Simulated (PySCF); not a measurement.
# J couplings in [C₄H₃O₂]-

Geometry (Å), atoms numbered from 1 in this order:
```xyz
9

C     1.8599    0.3121   -0.8682
C     0.8379   -0.1303   -0.3769
C    -0.3852   -0.6408    0.2024
C    -1.6302    0.3767    0.0546
O    -2.3100    0.1917   -0.9622
O    -1.7281    1.1865    0.9846
H     2.7419    0.7319   -1.3101
H    -0.6595   -1.5862   -0.2936
H    -0.2288   -0.8265    1.2777
```

Total charge -1.

Couplings: B3LYP/pcJ-1 in PySCF 2.14.0 with density-fitted response routines, geometry PBE0-D3(BJ)/def2-SVP; gas phase, one conformer, non-relativistic. Couplings are averaged over pairs made equivalent by symmetry, fast rotation or ring inversion, so a value needn't be that of the named pair in this geometry, while other rotamers aren't included; one pair stands for each set, and the list holds those of at least 1.5 Hz over up to four bonds.

Isotopes: $^{13}$C, $^{1}$H, $^{17}$O. Couplings to quadrupolar nuclei such as 17O and 33S are rarely resolved in practice.

| pair | bonds | J (Hz) |
| --- | --- | --- |
| C1, C2 | 1 | 205.1 |
| C1, H7 | 1 | ? |
| C2, C3 | 1 | 69.5 |
| C3, C4 | 1 | ? |
| C3, H8 | 1 | 136.5 |
| C4, O5 | 1 | 29.4 |
| C1, C3 | 2 | 8.5 |
| C2, C4 | 2 | ? |
| C2, H7 | 2 | 50.8 |
| C2, H8 | 2 | -10.9 |
| C3, O5 | 2 | ? |
| C4, H8 | 2 | -5.0 |
| O5, O6 | 2 | ? |
| H8, H9 | 2 | ? |
| C1, C4 | 3 | 2.1 |
| C1, H8 | 3 | 5.4 |
| C3, H7 | 3 | 3.1 |
| H7, H8 | 4 | -4.5 |

Q: Estimate the withheld couplings, with signs.

A: 
- $^{1}J$(C1,H7) = 259.7 Hz (bond length 1.072 Å, sp carbon)
- $^{1}J$(C3,C4) = 36.0 Hz (bond length 1.615 Å)
- $^{2}J$(C2,C4) = -3.1 Hz (angle at C3 113°)
- $^{2}J$(C3,O5) = -11.2 Hz (angle at C4 114°)
- $^{2}J$(O5,O6) = -4.6 Hz (angle at C4 132°)
- $^{2}J$(H8,H9) = -14.2 Hz (angle at C3 109°)
